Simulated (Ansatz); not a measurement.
System: C (P6₃/mmc, No. 194, 12 atoms in the cell; start mp-606949). Method: r²SCAN (Ansatz, an electronic-structure program, plane waves, PAW).

Run with plane-wave cutoff 500 eV, 18×18×2 k mesh (along the axes of the cell as run), Fermi–Dirac smearing 0.05 eV, scalar-relativistic PAW data made under PBE.

Cell (relaxed at this level):

C is taken in the hexagonal space group P6₃/mmc (No. 194), Pearson symbol hP12. Cell: a = b = 2.456 Å, c = 29.647 Å, α = β = 90.00°, γ = 120.00°. C1 on 4f is coordinated by 3 C at 1.418 Å (trigonal planar). C2 on 4f is coordinated by 3 C at 1.418 Å (trigonal planar). C3 on 2b has 3 C at 1.418 Å (trigonal planar). C4 on 2d sees 3 C at 1.418 Å (trigonal planar). (Neighbours: up to the widest gap in distance over summed covalent radii, below 1.35, at either atom.)

Task: Predict the band gap.

Result: 
band gap: 0.01 eV (under three smearing widths, so not firm)

Note: the relaxation could not lower the start's symmetry, so the cell can be a saddle point above a distorted one.

A start named mp-… is a Materials Project structure, which need not be a measured phase.
